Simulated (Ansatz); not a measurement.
A run of Ansatz (development build ahead of 0.2.0) on singlet COS at this shape:

```xyz
3

O     0.0000    0.0000   -1.8167
C     0.0000    0.0000   -0.5677
S     0.0000    0.0000    1.1212
```

Its results:

```
Converged                       : yes
Reference energy                : -510.29916 hartree
Correlation energy              : -0.56372 hartree
Total energy                    : -510.86289 hartree
Spin squared of the determinant : 0.000
```

(1) Which input gives this output? Name the method, the orbitals and the basis set, and write the input.

Answers

(1) RHF-MP2 in cc-pVTZ. An unrestricted run that stays on the closed shell gives the same numbers.

```yaml
crystal:
  periodic: [false, false, false]
  atoms:
    - { symbol: O, position_ang: [0.0, 0.0, -1.81668] }
    - { symbol: C, position_ang: [0.0, 0.0, -0.56773] }
    - { symbol: S, position_ang: [0.0, 0.0, 1.12124] }
basis:
  gaussian: { orbitals: cc-pVTZ }
hamiltonian:
  xc: hf
correlation:
  method: mp2
  frozen_orbitals: { C: 1, O: 1, S: 5 }
```
